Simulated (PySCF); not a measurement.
Fill in the blanks.

C₅H₉F.
SMILES: `C(/C)=C\[C@H](F)C`

Conformer (atom-mapped SMILES and torsion angles): `[CH3:1]/[CH:2]=[CH:3]/[C@@H:4]([CH3:5])[F:6]`: C2–C3–C4–C5 -119°.

| property | level | value |
| --- | --- | --- |
| point group | PBE0-D3(BJ)/def2-SVP | C1 |
| rotational constants A, B, C | PBE0-D3(BJ)/def2-SVP | 7.462, 1.884, 1.631 GHz |
| dipole moment | CAM-B3LYP/def2-SVPD | 1.76 D |
| HOMO energy | CAM-B3LYP/def2-SVPD | -8.53 eV |
| LUMO energy | CAM-B3LYP/def2-SVPD | 1.28 eV |
| lowest singlet excitation | TDDFT CAM-B3LYP/def2-SVPD | 7.00 eV (177 nm, f = 0.080) |
| strongest line among the 10 lowest singlet transitions | TDDFT CAM-B3LYP/def2-SVPD | S2 at 7.25 eV (171 nm, f = 0.433) |
| lowest triplet excitation (Tamm–Dancoff) | TDA CAM-B3LYP/def2-SVPD | ? |
| static isotropic polarisability | CAM-B3LYP/def2-SVPD | 64.9 au |
| vertical ionisation energy | ΔSCF CAM-B3LYP/def2-SVPD | ? |
| electronic spatial extent ⟨r²⟩ about the centre of nuclear charge | CAM-B3LYP/def2-SVPD | ? |
| 13C chemical shifts (computed TMS as zero) by class | GIAO HF/pcSseg-2 | ? |
| 1H chemical shifts (computed TMS as zero) by class | GIAO HF/pcSseg-2 | ? |
| isotropic shieldings of nuclei other than C and H, by class | GIAO HF/pcSseg-2 | 417 (1 F) ppm |
| largest of the computed one-bond spin–spin couplings (means over like bonds) | B3LYP/pcJ-1, spin–dipole term left out for some pairs | 19F–13C -230.8, 13C–1H +161.8, 13C–1H +158.7, 13C–1H +152.6, 13C–1H +134.2 (×3), 13C–1H +132.7 (×3), 13C–13C +79.8, 13C–13C +50.7 Hz |
| core binding energies | ΔSCF SCAN, pcX-2 on the ionised atom, pcseg-1 elsewhere, spin-free X2C | ? |

The electronic properties come from PySCF, for the isolated species, density fitting. The structure is a single PBE0-D3(BJ)/def2-SVP conformer in the gas phase; no vibrational or solvent corrections. NMR classes are plain means over equivalent atoms (diastereotopic ones count apart unless rotation or inversion swaps them), as if these changed places fast; in this geometry the members of some classes differ.

(1) Give the 13C chemical shifts (computed TMS as zero) by class.

(2) The electronic spatial extent ⟨r²⟩ about the centre of nuclear charge?

(3) Give the lowest triplet excitation (Tamm–Dancoff).

(4) What are the core binding energies?

(5) What is the vertical ionisation energy?

(6) What are the 1H chemical shifts (computed TMS as zero) by class?

Results:

(1) 139.2 (1 C), 136.6 (1 C), 81.8 (1 C), 24.2 (1 C), 18.9 (1 C) ppm.

(2) 774 bohr².

(3) 4.35 eV.

(4) C1s 290.2, C1s 290.3, C1s 290.8, C1s 290.8, C1s 293.0, F1s 692.1 eV.

(5) 9.37 eV.

(6) 6.27 (1 H), 5.55 (1 H), 4.56 (1 H), 1.76 (3 H), 1.25 (3 H) ppm.

No computed singlet falls in the visible range (750 to 380 nm, 1.65 to 3.26 eV); S1 lies 3.74 eV above its blue end. The dipole equals about 5.9 × 10⁻³⁰ C·m (1 D = 3.33564 × 10⁻³⁰ C·m). With B = h/(8π²I), that is 505.379 GHz u Å² over I, the principal moments of inertia are 67.7, 268.3 and 309.9 u Å² (most abundant isotopes). The ΔSCF ionisation energy exceeds −ε(HOMO) by 0.84 eV with CAM-B3LYP. The vertical singlet–triplet gap S1 − T1 is 2.65 eV (TDDFT singlet less Tamm–Dancoff triplet; S1: HOMO→LUMO, weight 0.64; T1: HOMO→LUMO, weight 0.47, beside HOMO→LUMO+1, weight 0.31).
